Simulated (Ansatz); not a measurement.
# CH2O2+ (doublet): geometry and frequencies at several levels

The task here is to estimate one member of a computed series from the others.

Program: Ansatz 0.2.0. Level of theory: the levels named in each step. These are calculated values, not measurements.

## The starting structure

Bond lengths: O1–C2 1.179 Å, C2–O3 1.248 Å, C2–H4 1.198 Å, O3–H5 0.989 Å. Angles: O1–C2–O3 143.4°, O1–C2–H4 110.4°, O3–C2–H4 106.2°, C2–O3–H5 121.2°.

As a file:

```xyz
5

O    -0.7457    0.9117    0.0133
C    -0.2304   -0.1482   -0.0009
O     0.8769   -0.7234   -0.0116
H    -1.0582   -1.0148   -0.0085
H     1.7218   -0.2088   -0.0084
```

Set-up of the first run:

Contents of input.yaml:

```yaml
crystal:
  periodic: [false, false, false]
  atoms:
    - { symbol: O, position_ang: [-0.7457, 0.91169, 0.01333] }
    - { symbol: C, position_ang: [-0.23043, -0.14818, -0.00088] }
    - { symbol: O, position_ang: [0.87689, -0.72337, -0.0116] }
    - { symbol: H, position_ang: [-1.05821, -1.01478, -0.00846] }
    - { symbol: H, position_ang: [1.72176, -0.20876, -0.00839] }
magnetization:
  spin_polarized: true
  initial_magnetization: 1
total_charge: 1
basis:
  gaussian: { orbitals: def2-SVP }
hamiltonian:
  xc: pbe
  dispersion: d4
relax:
  f_tol: 0.03
  max_steps: 200
```

Started as:

```
> ansatz run input.yaml --threads 2 --pin off --max-ram 5120MiB --backend cpu --events-out ev --progress --plain --runs-dir out
```

Steps of the session up to this table: A rough first relaxation, PBE-D4/def2-SVP; Relaxation, PBE0-D4/def2-TZVPP; Frequencies, PBE0-D4/def2-TZVPP; Relaxation, PBE-D4/def2-TZVPP; Frequencies, PBE-D4/def2-TZVPP; Relaxation, r2SCAN-D4/def2-TZVPP; Frequencies, r2SCAN-D4/def2-TZVPP; Relaxation, B3LYP-D4/def2-TZVPP; Frequencies, B3LYP-D4/def2-TZVPP; Relaxation, B2PLYP/def2-TZVPP.

One table of the session follows, with a row left open; its other results are not shown here.

| level | O1–C2 (Å) | C2–O3 (Å) | highest frequency (cm⁻¹) |
| --- | --- | --- | --- |
| PBE0-D4/def2-TZVPP | 1.2475 | 1.2637 | 3647 |
| PBE-D4/def2-TZVPP | 1.2488 | 1.2867 | 3484 |
| r2SCAN-D4/def2-TZVPP | ? | ? | ? |
| B3LYP-D4/def2-TZVPP | 1.2500 | 1.2704 | 3593 |
| B2PLYP/def2-TZVPP | 1.2539 | 1.2699 | - |

Estimate the missing values for r2SCAN-D4/def2-TZVPP.

As computed: O1–C2 (Å): 1.2493; C2–O3 (Å): 1.2728; highest frequency (cm⁻¹): 3588. In the column «O1–C2 (Å)» it lies between PBE-D4/def2-TZVPP (1.2488) and B3LYP-D4/def2-TZVPP (1.2500).
